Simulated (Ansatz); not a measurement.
**H2S (triplet): the correlation ladder at distance H1–H2 along a hydrogen transfer = 0.859 Å, cc-pVDZ**

Aim: climb from Hartree-Fock through coupled cluster and multireference methods for H2S (triplet) at one geometry and basis, and see what each rung misses.

Computed with Ansatz 0.2.0, Gaussian basis. Level: cc-pVDZ, core rule «outside noble gas», up to 5 orbitals frozen.

Plan: UHF; CCSD(T) on ROHF; CCSD(T) on UHF; BCCD(T) on ROHF; CISD; CCSDT(Q) on ROHF; CCSDT(Q) on UHF; CCSDTQ on ROHF; CCSDTQ on UHF; CASSCF and MRCISD+Q, 4 electrons in 4 orbitals; CASSCF and NEVPT2, 4 electrons in 4 orbitals; CASSCF and MRCISD+Q, 8 electrons in 6 orbitals; CASSCF and MRCISD+Q(relaxed), 8 electrons in 6 orbitals; CASSCF and NEVPT2, 8 electrons in 6 orbitals; Full CI.

## 1. The system

The geometry derives from fragments relaxed apart (PBE0/def2-TZVP) and kept rigid, so it is no stationary point. A hydrogen atom is moved between rigid fragments.

3 atoms, charge 0, spin multiplicity 3.

Atoms are counted from 1 here; the program's logs count them from 0.

Bond lengths: H2–S3 1.533 Å.

## 2. UHF

File in.yaml:

```yaml
crystal:
  periodic: [false, false, false]
  atoms:
    - {symbol: H, position_ang: [0.000000, 0.000000, -1.083667]}
    - {symbol: H, position_ang: [0.000000, 0.000000, -0.224667]}
    - {symbol: S, position_ang: [0.000000, 0.000000, 1.308333]}
basis:
  gaussian: {orbitals: cc-pVDZ}
magnetization: {spin_polarized: true, initial_magnetization: 2}
hamiltonian: {xc: hf}
output: {orbitals: {seedname: orbitals}}
```

Command:

```sh
> ansatz run in.yaml --threads 1 --pin off --events-out ev --progress --plain --max-ram 2816MiB --backend cpu
```

After this run come: CCSD(T) on ROHF; CCSD(T) on UHF; BCCD(T) on ROHF; CISD; CCSDT(Q) on ROHF; CCSDT(Q) on UHF; CCSDTQ on ROHF; CCSDTQ on UHF; CASSCF and MRCISD+Q, 4 electrons in 4 orbitals; CASSCF and NEVPT2, 4 electrons in 4 orbitals; CASSCF and MRCISD+Q, 8 electrons in 6 orbitals; CASSCF and MRCISD+Q(relaxed), 8 electrons in 6 orbitals; CASSCF and NEVPT2, 8 electrons in 6 orbitals; Full CI.

Before running them: what should the planned runs give, taken together? Wanted: FCI below the RHF energy; RMP2 from FCI; UMP2 from FCI; RCCSD from FCI; RCCSD(T) from FCI; UCCSD(T) from FCI; RCCSDT(Q) from FCI; UCCSDT(Q) from FCI; NEVPT2 pair from FCI.

As calculated:

| quantity | value |
| --- | --- |
| FCI below the RHF energy | -4.4024 eV |
| RMP2 from FCI | +768.5 meV |
| UMP2 from FCI | +802.6 meV |
| RCCSD from FCI | +89.9 meV |
| RCCSD(T) from FCI | +18.1 meV |
| UCCSD(T) from FCI | +18.3 meV |
| RCCSDT(Q) from FCI | +0.5 meV |
| UCCSDT(Q) from FCI | +0.3 meV |
| NEVPT2 pair from FCI | +687.6 meV |
| NEVPT2 valence from FCI | +863.5 meV |
| MRCISD+Q valence from FCI | -12.7 meV |
| levels within 1 kcal/mol (43 meV) | RCCSD(T), UCCSD(T), BCCD(T), RCCSDT, UCCSDT, RCCSDT(Q), UCCSDT(Q), RCCSDTQ, UCCSDTQ, MRCISD+Q valence, MRCISD+Q(relaxed) valence |
| T1 diagnostic | 0.022 |
| effectively unpaired electrons | 2.03 |

RCCSD(T) lands +18.1 meV from the yardstick (0.4 % of the correlation energy). MRCISD+Q valence, MRCISD+Q(relaxed) valence fall below full CI: the +Q correction isn't variational, and the cores differ from full CI's. One determinant dominates. Of the multireference levels listed MRCISD+Q valence comes nearest in total energy (-12.7 meV), which doesn't show that its space is the better one. These misses are within one basis, not against nature; the frozen cores of restricted and unrestricted runs differ, which can shift their rows.
